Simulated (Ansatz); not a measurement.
```yaml
crystal:
  periodic: [false, false, false]
  atoms:
    - {symbol: Ge, position_ang: [-1.338455, -0.369276, -0.003386]}
    - {symbol: Ge, position_ang: [0.892319, 0.441783, 0.003858]}
    - {symbol: N, position_ang: [2.313703, -0.376028, -0.002447]}
basis:
  gaussian: {orbitals: def2-TZVP}
magnetization: {spin_polarized: true, initial_magnetization: 1}
hamiltonian: {xc: pbe0}
relax: {f_tol: 0.004, max_steps: 80}
```

```sh
$ ansatz run in.yaml --threads 1 --pin off --events-out ev --progress --plain --max-ram 2176MiB
```

Steps of the relaxation (energy above the last step; positions in Å, forces in eV/Å):

```
3
step 1, 153.5 meV
Ge   -1.338   -0.369   -0.003   -0.145    0.015    0.000
Ge    0.892    0.442    0.004   -1.797    0.995    0.008
N     2.314   -0.376   -0.002    1.942   -1.011   -0.008
```

```
3
step 2, 86.0 meV
Ge   -1.394   -0.345   -0.003    0.030    0.075    0.001
Ge    0.878    0.386    0.003   -0.868    0.231    0.002
N     2.384   -0.344   -0.002    0.838   -0.307   -0.002
```

```
3
step 3, 81.6 meV
Ge   -1.520   -0.263   -0.003    0.417    0.120    0.001
Ge    0.842    0.194    0.002    0.973   -0.525   -0.004
N     2.546   -0.234   -0.001   -1.390    0.404    0.003
```

```
3
step 7, 0.0 meV
Ge   -1.520   -0.139   -0.002    0.000    0.000    0.000
Ge    0.846   -0.097   -0.001    0.000    0.000    0.000
N     2.541   -0.067    0.000    0.000    0.000    0.000
```

Close pairs at the end: Ge2–N3 1.696 Å, Ge1–Ge2 2.366 Å.

A stationary point of unrestricted PBE0 after 7 steps, with ⟨S²⟩ = 1.239 against 0.75 for a pure state; no frequencies were run, so it isn't proven a minimum. 4.6 min on 1 thread of Arm Neoverse V2, shared host.
